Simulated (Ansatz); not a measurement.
Program: Ansatz. Geometries: PBE0-D4/def2-TZVP. ΔE: electronic, gas phase. CCSD(T)/CBS adds triple-zeta CCSD(T) − MP2 to the extrapolated MP2 energy (def2 sets, frozen cores). This one scheme is used for every species, atoms too. DFT in def2-TZVPP. Open shells (•) are unrestricted, without spin–orbit coupling. Spin–orbit coupling would lower the free atoms: a little for C, S, Si.

Consider the atomization: `CS[SiH3]` → C• + 6 H• + S• + Si•.

Problem. What is ΔE at CCSD(T)/CBS? (Best estimate.)

Solution. Ansatz gave: +699.0 kcal/mol.

Problem. What do these levels give: ωB97X-V, r2SCAN, BHLYP, CCSD(T)/def2-TZVPP, HF/CBS(def2), CCSD/CBS(def2)? (An estimate is asked.)

Solution. Ansatz gave: ωB97X-V 702.5, r2SCAN 697.9, BHLYP 681.2, CCSD(T)/def2-TZVPP 681.1, HF/CBS(def2) 526.4, CCSD/CBS(def2) 691.4 kcal/mol.

Largest T1 diagnostic among the species: 0.012.

In def2-TZVPP, CCSD(T) changes the Hartree–Fock value by +155.7 kcal/mol (the triples alone add +7.6 kcal/mol) and MP2 by +155.5 kcal/mol; breaking electron pairs costs correlation energy, which Hartree–Fock lacks. From PBE to PBE0 (25 % exact exchange), in def2-TZVPP and without D4, ΔE moves by −3.8 kcal/mol: exact exchange takes away binding that semilocal exchange gives to molecules. Leaving LDA and LC-ωPBE aside and taking each functional with its dispersion term where it has one, the values, not all of them listed here, spread over 16.2 kcal/mol, from BHLYP-D4 to B97M-V. LDA lies +83.8 kcal/mol from PBE without D4, its usual overbinding.

For atomizations the MP2-based limit and the directly extrapolated one differ by several kJ/mol either way, and by 10 to 25 for some Ge, Se and Sn compounds, so smaller differences from it don't rank the levels.
